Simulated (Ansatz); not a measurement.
# Al₂H₂ (triplet): wave-function methods side by side, cc-pVDZ

How much of the correlation energy of Al₂H₂ (triplet) does each wave-function method recover here?

Computed with Ansatz 0.2.0, Gaussian basis. Level: cc-pVDZ, core rule «outside noble gas», up to 10 orbitals frozen.

The runs, in order: UHF; CCSD(T) on ROHF; CCSD(T) on UHF; BCCD(T) on ROHF; CISD; CCSDT(Q) on ROHF; CCSDT(Q) on UHF; CCSDTQ on ROHF; CCSDTQ on UHF; CASSCF and MRCISD+Q, 8 electrons in 10 orbitals; CASSCF and MRCISD+Q(relaxed), 8 electrons in 10 orbitals; CASSCF and NEVPT2, 8 electrons in 10 orbitals.

2 further runs of the same task are left out: 2 set aside as unsound or not needed.

## Step 1: What is computed

The geometry is a PBE0/def2-TZVP stationary point (not a proven minimum) of the parent state, kept for this charge and spin.

4 atoms, charge 0, spin multiplicity 3.

Atoms are counted from 1 here; the program's logs count them from 0.

Bond lengths: Al1–Al2 2.634 Å, Al1–H3 1.617 Å, Al1–H4 1.823 Å, Al2–H4 1.894 Å. Angles: Al2–Al1–H3 148.7°, Al2–Al1–H4 46.0°, H3–Al1–H4 102.7°, Al1–Al2–H4 43.8°, Al1–H4–Al2 90.2°.

Coordinates:

```xyz
4
Al2H2
Al    0.0000    0.0925    1.2647
Al    0.0000   -0.0193   -1.3669
H     0.0000   -0.6882    2.6804
H     0.0000   -1.2711    0.0548
```

## Step 2: UHF

Contents of in.yaml:

```yaml
crystal:
  periodic: [false, false, false]
  atoms:
    - {symbol: Al, position_ang: [0.000000, 0.092491, 1.264725]}
    - {symbol: Al, position_ang: [0.000000, -0.019298, -1.366900]}
    - {symbol: H, position_ang: [0.000000, -0.688202, 2.680370]}
    - {symbol: H, position_ang: [0.000000, -1.271083, 0.054761]}
basis:
  gaussian: {orbitals: cc-pVDZ}
magnetization: {spin_polarized: true, initial_magnetization: 2}
hamiltonian: {xc: hf}
output: {orbitals: {seedname: orbitals}}
```

On the command line:

```bash
> ansatz run in.yaml --threads 1 --pin off --events-out ev --progress --plain --max-ram 2816MiB --backend cpu
```

The runs that follow: CCSD(T) on ROHF; CCSD(T) on UHF; BCCD(T) on ROHF; CISD; CCSDT(Q) on ROHF; CCSDT(Q) on UHF; CCSDTQ on ROHF; CCSDTQ on UHF; CASSCF and MRCISD+Q, 8 electrons in 10 orbitals; CASSCF and MRCISD+Q(relaxed), 8 electrons in 10 orbitals; CASSCF and NEVPT2, 8 electrons in 10 orbitals.

Before running them: what should the planned runs give, taken together? Wanted: UCCSDTQ below the RHF energy; RMP2 from UCCSDTQ; UMP2 from UCCSDTQ; RCCSD from UCCSDTQ; RCCSD(T) from UCCSDTQ; UCCSD(T) from UCCSDTQ; RCCSDT(Q) from UCCSDTQ; UCCSDT(Q) from UCCSDTQ; NEVPT2 valence from UCCSDTQ.

The runs gave:

```
                              quantity                                                                                       value
          UCCSDTQ below the RHF energy                                                                                  -4.0719 eV
                     RMP2 from UCCSDTQ                                                                                 +1174.4 meV
                     UMP2 from UCCSDTQ                                                                                 +1189.9 meV
                    RCCSD from UCCSDTQ                                                                                  +199.8 meV
                 RCCSD(T) from UCCSDTQ                                                                                   +60.9 meV
                 UCCSD(T) from UCCSDTQ                                                                                   +60.8 meV
                RCCSDT(Q) from UCCSDTQ                                                                                    +1.6 meV
                UCCSDT(Q) from UCCSDTQ                                                                                    +1.0 meV
           NEVPT2 valence from UCCSDTQ                                                                                  +672.0 meV
         MRCISD+Q valence from UCCSDTQ                                                                                   +34.0 meV
MRCISD+Q(relaxed) valence from UCCSDTQ                                                                                   -15.5 meV
     levels within 1 kcal/mol (43 meV)  RCCSDT, UCCSDT, RCCSDT(Q), UCCSDT(Q), RCCSDTQ, MRCISD+Q valence, MRCISD+Q(relaxed) valence
                         T1 diagnostic                                                                                       0.047
        effectively unpaired electrons                                                                                        2.08
```

**Reading.** RCCSD(T) misses by +60.9 meV, 1.5 % of the correlation energy. The occupations are near whole numbers, but T1 = 0.047 shows that the orbitals relax strongly. Of the multireference levels listed MRCISD+Q(relaxed) valence comes nearest in total energy (-15.5 meV), which doesn't show that its space is the better one. These misses are within one basis, not against nature; the frozen cores of restricted and unrestricted runs differ, which can shift their rows.
